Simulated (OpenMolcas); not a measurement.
## AlNH4 (SMILES [NH2][AlH2]): the energy, rung by rung

AlNH4 has 6 atoms, charge 0, and is taken as a singlet. As SMILES, `[NH2][AlH2]`. The shape comes from GFN2-xTB, which is rough for such elements, and wasn't checked as a minimum.

```xyz
6

N     0.0333   -0.9536    0.0825
Al   -0.0241    0.8126   -0.0759
H     0.5450   -1.6048   -0.5026
H    -0.4499   -1.5022    0.7866
H     0.0937    1.5182   -1.4412
H    -0.1981    1.7298    1.1506
```

Each level gives the energy change with the N1–H3 bond stretched from 1.014 to 1.521 Å (eV). The values are calculated.

```
                     level                   kind     program  value (eV)  less FCI/STO-3G  CPU time (all runs)
 SVWN5/STO-3G (restricted)                    LDA  OpenMolcas        2.53            +0.10                8.4 s
   PBE/STO-3G (restricted)                    GGA  OpenMolcas        2.40            -0.03                9.7 s
r2SCAN/STO-3G (restricted)               meta-GGA  OpenMolcas        2.62            +0.19                 11 s
M06-2X/STO-3G (restricted)        hybrid meta-GGA  OpenMolcas        2.83            +0.40                 11 s
B2PLYP/STO-3G (restricted)          double hybrid  OpenMolcas        2.71            +0.28                8.8 s
   MP2/STO-3G (restricted)    perturbation theory  OpenMolcas        2.81            +0.38                3.2 s
  ACPF/STO-3G (restricted)  coupled cluster or CI  OpenMolcas        2.39            -0.04                3.4 s
                FCI/STO-3G     exact in the basis  OpenMolcas        2.43             0.00                 93 s
```

FCI/STO-3G is exact within its basis and frozen core, so for wave-function methods in that basis the difference is their error; functionals converge differently with the basis, so for them it is only a difference. The first shape isn't each level's own minimum. The values span 2.39 to 2.83 eV. All rows use very small basis sets, so even the best lies far from the true value. Times are those of the runs behind each value, whatever else they computed, on shared processors of several kinds: orders of magnitude only.
